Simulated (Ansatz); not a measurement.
Ba$_{3}$Ca$_{4}$O$_{7}$: short dynamics, then relaxation

A packing of 14 atoms, thrown in at random and pushed apart as soft spheres with like charges further apart (3 Ba, 4 Ca, 7 O) went through Langevin stages in a fixed cell of 16.53 Å³/atom, at one k point, without spin and with a Fermi–Dirac width of kT (0.05 eV at least). These are results of DFT PBE, scalar-relativistic, plane waves, PAW in Ansatz 0.2.0, not measurements.

```
thermostat (K) duration (fs) friction (1/fs) cutoff (eV) mean T (K) mean P (GPa) mean square displacement (Å²)
          3400             48            0.030          320        3713          22.0                           0.41
          3400            500            0.030          420        3411          21.6                           2.33
          2450            500            0.030          420        2478          18.9                           0.90
          1360            500            0.030          420        1254          18.8                           0.30
           300            500            0.030          420         296          15.7                           0.11
```

Means run over the second half of a stage; pressure includes the kinetic part; displacements count from the stage's start, the atoms' common shift taken off. In so short a run the atoms moved about a bond length or less in the hot stages, so this is an annealed packing, not a quenched equilibrium liquid.

Cell and atoms were then relaxed on coarser meshes and computed once more: Plane waves to 420 eV, a k mesh through Γ of 4×4×3 on the computed 14-atom cell and Gaussian smearing (0.02 eV); no spin polarisation.

What structure is left?

One draw of many: 20.69 Å³/atom with a gap on the mesh of 2.56 eV, 2.63 eV/atom below the elements' standard states (static lattices, no corrections for gases) (a random packing after short dynamics, relaxed).

Counting as bonded all pairs within 1.2 times the summed covalent radii, but none from a metal cation to another cation:

```tsv
atom → neighbour	mean count	mean length (Å)	spread (Å)
Ba → O	5.00	2.65	0.05
Ca → O	5.00	2.41	0.09
O → Ba	2.14	2.65	0.05
O → Ca	2.86	2.41	0.09
```

Angles between all pairs of such bonds at an atom (mean ± spread): 106 ± 27° at Ba, 108 ± 27° at Ca, 107 ± 28° at O.

```yaml
crystal:
  lattice:
    - [6.59944, 1.14632, -0.13695]
    - [1.15043, 6.42062, -0.01076]
    - [-0.14142, 0.02281, 7.05698]
  atoms:
    - { symbol: Ba, position: [0.86046, 0.99629, 0.81416] }
    - { symbol: Ba, position: [0.17420, 0.33565, 0.62215] }
    - { symbol: Ba, position: [0.28816, 0.78845, 0.46194] }
    - { symbol: O, position: [0.09966, 0.21936, 0.96313] }
    - { symbol: O, position: [0.03839, 0.57885, 0.31217] }
    - { symbol: O, position: [0.53806, 0.66229, 0.18952] }
    - { symbol: O, position: [0.93456, 0.11763, 0.46232] }
    - { symbol: O, position: [0.52282, 0.97585, 0.63201] }
    - { symbol: O, position: [0.60417, 0.13544, 0.09102] }
    - { symbol: O, position: [0.23239, 0.67063, 0.81325] }
    - { symbol: Ca, position: [0.30106, 0.44860, 0.07770] }
    - { symbol: Ca, position: [0.84454, 0.35585, 0.20071] }
    - { symbol: Ca, position: [0.73338, 0.90419, 0.34078] }
    - { symbol: Ca, position: [0.40672, 0.90713, 0.94640] }
```

The final mesh leaves forces up to 0.12 eV/Å and stresses up to 0.9 GPa: the relaxation ran on a coarser mesh, so the cell's shape, its bonds and its energy belong partly to that mesh.

Spin-orbit coupling is left out, which matters for the bands of heavy elements. An odd mesh misses points on the zone edge, so a gap read on it can be too wide.

Cost: 6 runs of about 25 core-minutes in all (earlier runs that led there not counted), on Arm Neoverse V1 (shared hosts).